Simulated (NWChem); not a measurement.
Molecule: isobutene (C4H8); SMILES C=C(C)C

Program: NWChem. Medium grid unless said otherwise, to which SCAN and Minnesota functionals are sensitive. The geometry was optimised at PBE0/def2-SVP. B3LYP is NWChem's, with the RPA form of VWN correlation. Total energies of different functionals are on different scales.

```json
[
 {"level": "PBE/def2-TZVP", "energy (Ha)": "-157.0527", "highest occupied level (eV)": "-5.91", "orbital gap (eV)": "5.38", "dipole (D)": "0.58", "relative time": "1"},
 {"level": "B3LYP/def2-TZVP", "energy (Ha)": "-157.2906", "highest occupied level (eV)": "-6.81", "orbital gap (eV)": "7.05", "dipole (D)": "0.56", "relative time": "1"},
 {"level": "M06-2X/def2-TZVP", "energy (Ha)": "-157.1958", "highest occupied level (eV)": "-8.23", "orbital gap (eV)": "9.62", "dipole (D)": "0.54", "relative time": "1"},
 {"level": "CAM-B3LYP/def2-TZVP", "energy (Ha)": "-157.1842", "highest occupied level (eV)": "-8.34", "orbital gap (eV)": "9.96", "dipole (D)": "0.57", "relative time": "10"},
 {"level": "PBE0/def2-TZVP", "energy (Ha)": "-157.0799", "highest occupied level (eV)": "-7.02", "orbital gap (eV)": "7.51", "dipole (D)": "0.57", "relative time": "1"},
 {"level": "PW6B95/def2-TZVP", "energy (Ha)": "-157.4809", "highest occupied level (eV)": "-7.12", "orbital gap (eV)": "7.67", "dipole (D)": "0.55", "relative time": "1"}
]
```

Times are rough ratios from one shared machine.
